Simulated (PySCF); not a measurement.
# C2H2F4 (1,1,1,2-tetrafluoroethane): the cost of one run

Computed with PySCF 2.14.0, with density-fitted response routines of our own, on a single molecule in the gas phase. Atoms are numbered from 0 throughout.

## (1) Starting geometry

8 atoms, charge 0, multiplicity 1; geometry from: MMFF94s. The atoms were then displaced at random by about 0.03 Å, so the start is not that level's minimum.

Bonds of the start (Å): F0–C1 1.39, C1–C2 1.47, C2–F3 1.41, C2–F4 1.39, C2–F5 1.39, C1–H6 1.08, C1–H7 1.10.

## (2) Geometry optimisation at PBE0-D3(BJ)/def2-SVP

Job settings and geometry (Å):

```
{"job": {"xc": "PBE0", "basis": "def2-SVP", "d3": "d3bj", "grid": 1, "shake": 0.03, "kind": "geom"}, "charge": 0, "multiplicity": 1}
F     -1.238050    -1.292240    -0.034650
C     -0.793790     0.028100    -0.099040
C      0.665250     0.005890     0.056210
F      1.182270    -0.510540     1.261720
F      1.322540    -0.718780    -0.925290
F      1.217860     1.284420     0.027480
H     -1.218650     0.621260     0.702640
H     -0.999210     0.496240    -1.072770
```

Launch:

```console
$ OMP_NUM_THREADS=1 python probes_run.py task.json out
```

The driver reads the jobs from task.json and runs them one after another.

Q: Estimate the wall time and peak memory of this first job on 1 thread of Arm Neoverse V1, shared host.

About 23 s, with a peak of 0.37 GiB.
